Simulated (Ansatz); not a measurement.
Relaxation of BFH4O (7 atoms, charge 0, multiplicity 1), to a largest force component of 0.03 eV/Å in at most 50 steps.

Computed with RKS LDA/6-31G* in Ansatz 0.2.0.

```xyz
7
Properties=species:S:1:pos:R:3
B 0.080 -0.469 -0.364
H -0.143 0.106 1.952
H 1.069 0.200 -0.507
F -1.124 0.050 -0.573
O 0.211 -1.799 -0.040
H -0.672 -2.223 0.027
H 0.101 -0.552 1.790
```

Where does it end, and by what steps?

It converged. The force dipped under the threshold on the way, but the program's further checks kept it going. After 38 steps the energy has fallen by 0.160 eV; F4 moved furthest, 1.43 Å.

```json
{"step": "0", "energy less start (eV)": "0.0000", "largest force component (eV/Å)": "1.703", "accepted": "yes"}
{"step": "2", "energy less start (eV)": "-0.1161", "largest force component (eV/Å)": "0.508", "accepted": "yes"}
{"step": "4", "energy less start (eV)": "-0.1302", "largest force component (eV/Å)": "0.172", "accepted": "yes"}
{"step": "6", "energy less start (eV)": "-0.1330", "largest force component (eV/Å)": "0.166", "accepted": "yes"}
{"step": "8", "energy less start (eV)": "-0.1368", "largest force component (eV/Å)": "0.043", "accepted": "yes"}
{"step": "10", "energy less start (eV)": "-0.1422", "largest force component (eV/Å)": "0.137", "accepted": "yes"}
{"step": "12", "energy less start (eV)": "-0.1450", "largest force component (eV/Å)": "0.124", "accepted": "yes"}
{"step": "14", "energy less start (eV)": "-0.1481", "largest force component (eV/Å)": "0.080", "accepted": "yes"}
{"step": "16", "energy less start (eV)": "-0.1519", "largest force component (eV/Å)": "0.124", "accepted": "yes"}
{"step": "18", "energy less start (eV)": "-0.1552", "largest force component (eV/Å)": "0.118", "accepted": "yes"}
{"step": "20", "energy less start (eV)": "-0.1572", "largest force component (eV/Å)": "0.102", "accepted": "yes"}
{"step": "22", "energy less start (eV)": "-0.1579", "largest force component (eV/Å)": "0.027", "accepted": "yes"}
{"step": "24", "energy less start (eV)": "-0.1587", "largest force component (eV/Å)": "0.075", "accepted": "yes"}
{"step": "26", "energy less start (eV)": "-0.1592", "largest force component (eV/Å)": "0.068", "accepted": "yes"}
{"step": "28", "energy less start (eV)": "-0.1592", "largest force component (eV/Å)": "0.111", "accepted": "no"}
{"step": "30", "energy less start (eV)": "-0.1598", "largest force component (eV/Å)": "0.034", "accepted": "yes"}
{"step": "32", "energy less start (eV)": "-0.1599", "largest force component (eV/Å)": "0.041", "accepted": "yes"}
{"step": "34", "energy less start (eV)": "-0.1600", "largest force component (eV/Å)": "0.045", "accepted": "yes"}
{"step": "36", "energy less start (eV)": "-0.1603", "largest force component (eV/Å)": "0.027", "accepted": "yes"}
{"step": "38", "energy less start (eV)": "-0.1604", "largest force component (eV/Å)": "0.027", "accepted": "yes"}
```

```xyz
7
Properties=species:S:1:pos:R:3
B 0.067 -0.458 -0.933
H 0.061 -0.541 3.194
H 1.029 0.223 -1.177
F -0.907 -0.594 -1.828
O -0.018 -1.084 0.257
H -0.850 -1.600 0.337
H 0.140 -0.633 2.434
```

Whether the end is a true minimum wasn't checked by a vibrational analysis.

Run time: 38 s on 1 thread of Arm Neoverse V1, with other jobs on the host, peak memory 0.12 GiB.
